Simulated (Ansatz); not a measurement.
## How far each method lies from UCCSDTQ for O2⁺, quartet

Geometry: that of the O2⁺, doublet, kept fixed. The doublet lies 6.6 eV lower here.

```xyz
2

O     0.0000    0.0000    0.0000
O     0.0000    0.0000    1.0982
```

Basis cc-pVDZ; Ansatz 0.2.0. Correlated methods freeze the noble-gas cores, which leaves 11 electrons in 26 orbitals. Prefix R: restricted or restricted open-shell reference; prefix U: unrestricted. Active spaces: valence = (11e, 8o) chosen from the atoms' valence shells.

Full CI isn't at hand for all of this; UCCSDTQ serves as the reference, and is uncertain by about the last step of the cluster series. The frozen core follows each run's orbitals, which can shift R against U totals by a few meV.

The UHF ⟨S²⟩ is 3.775. The T1 diagnostic (RCCSD) is 0.0164, the largest doubles amplitude (RCCSD) is 0.047 and the T1 diagnostic (UCCSD) is 0.0091.

Q: From what is known of these methods and the diagnostics, rank them by the size of their error in total energy against UCCSDTQ in cc-pVDZ, smallest first (an estimate: the text doesn't fix the numbers).
A. NEVPT4(SD) (valence space)
B. UMP2
C. RCCSDT
D. NEVPT2 (valence space)
E. RCCSDTQ

A: E (0.10 mEh), C (0.61 mEh), A (2.44 mEh), B (29.98 mEh), D (37.42 mEh).

All errors are against UCCSDTQ in cc-pVDZ. Within each family the higher level lies nearer, as is usual though not guaranteed.

Natural occupations of CASSCF (valence space) about the gap: 1.995 1.985 1.974 1.014 1.002 0.999 0.032; effectively unpaired electrons, Σ n²(2−n)², 3.01.
